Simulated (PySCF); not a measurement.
## Field gradients at the hydrogen positions

Butanoyl fluoride, C4H7FO.
Structure used (GFN2-xTB), in Å, numbered top down from 1:
```xyz
13
C4H7FO angstrom
C     -1.4886   -0.0076   -0.5024
C     -0.5654   -0.3082    0.6721
C      0.7790    0.4057    0.5361
C      1.6282   -0.1750   -0.5406
O      1.4857   -1.1338   -1.2100
F      2.7580    0.5864   -0.7080
H     -2.4395   -0.5180   -0.3744
H     -1.0422   -0.3470   -1.4329
H     -1.6812    1.0606   -0.5772
H     -0.3928   -1.3839    0.7315
H     -1.0400    0.0118    1.6012
H      0.6408    1.4691    0.3217
H      1.3537    0.3403    1.4654
```

Level: PBE0/pcSseg-1 (PySCF, non-relativistic); Q(2H) = 0.00286 b; rigid geometry, the same for H and D, with no vibrational averaging.

Question: Rank these positions by the coupling χzz of a deuteron there, largest first.
A. H12 (methylene hydrogen)
B. H8 (methyl hydrogen)
C. H11 (methylene hydrogen)

Answer: B (210 kHz), C (204 kHz), A (200 kHz).

Question: What are Vzz, η and χzz (234.96 MHz × Q × Vzz) at all hydrogens?

Answer: 
| atom | bonded to | bond length (Å) | Vzz (au) | η | χzz (kHz) |
| --- | --- | --- | --- | --- | --- |
| H7 | C1 | 1.087 | 0.3173 | 0.02 | 213 |
| H8 | C1 | 1.086 | 0.3121 | 0.02 | 210 |
| H9 | C1 | 1.088 | 0.3142 | 0.03 | 211 |
| H10 | C2 | 1.091 | 0.3016 | 0.04 | 203 |
| H11 | C2 | 1.091 | 0.3043 | 0.03 | 204 |
| H12 | C3 | 1.094 | 0.2974 | 0.04 | 200 |
| H13 | C3 | 1.095 | 0.2975 | 0.04 | 200 |

Question: How does χzz go with the bond length over the 7 C–H bonds?

Answer: A straight-line fit has a slope of -16.0 kHz for each 0.01 Å, with a correlation coefficient of -0.96, over lengths from 1.086 to 1.095 Å. The longer bonds have the smaller couplings here.

Isolated species at its GFN2-xTB geometry (one conformer only). GFN2-xTB bond lengths can be off by several hundredths of an ångström, more for odd bonds, and the gradients follow them. With a basis this small, the couplings can be 20 % off.

The run behind these numbers computed NMR shieldings as well. Hardware: an Arm Neoverse V2 with one thread (shared host). Cost: 9.8 s, 0.65 GiB resident at most.
